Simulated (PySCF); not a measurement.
B3LYP has the VWN-RPA correlation part, as in Gaussian. Excitations are Tamm–Dancoff values on a coarser integration grid. The basis has no diffuse functions, so Rydberg states are missing or too high.

Cartesian coordinates (Å):
SMILES: C1C2(C1)CC2
```xyz
13

C      1.2386    -0.0911    -0.7999
C      1.1635    -0.6775     0.6077
C      0.0000     0.0000     0.0000
C     -0.9649     1.0498     0.3859
C     -1.4372    -0.2812    -0.1938
H      1.2673    -0.7842    -1.6316
H      1.8311     0.8047    -0.9397
H      1.1429    -1.7563     0.7018
H      1.7067    -0.1674     1.3938
H     -1.0507     1.9291    -0.2407
H     -1.1403     1.2291     1.4396
H     -1.8337    -0.2775    -1.2017
H     -1.9232    -0.9775     0.4786
```
Charge 0, spin multiplicity 1.

Predict the S1 excitation (TDA), T1 excitation (TDA) and dipole moment from PySCF with B3LYP-D3(BJ)/def2-TZVP.


- S1 excitation (TDA) = 8.05 eV
- T1 excitation (TDA) = 7.72 eV
- dipole moment = 0.00 D
